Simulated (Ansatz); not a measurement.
## 2H WS2

These are r²SCAN-D4 (PAW; Ansatz, an electronic-structure program) values and carry that method's errors.

Cell: relaxed at this level.

| Property | Value |
|---|---|
| interlayer binding energy | 20.5 meV/Å² |
| layer repeat distance | 6.275 Å |
| gap between the layers | 3.154 Å |

Spin–orbit coupling is not included.

Computed values are for the static lattice.

It cost about 3 core-minutes (a rough figure) of CPU time.
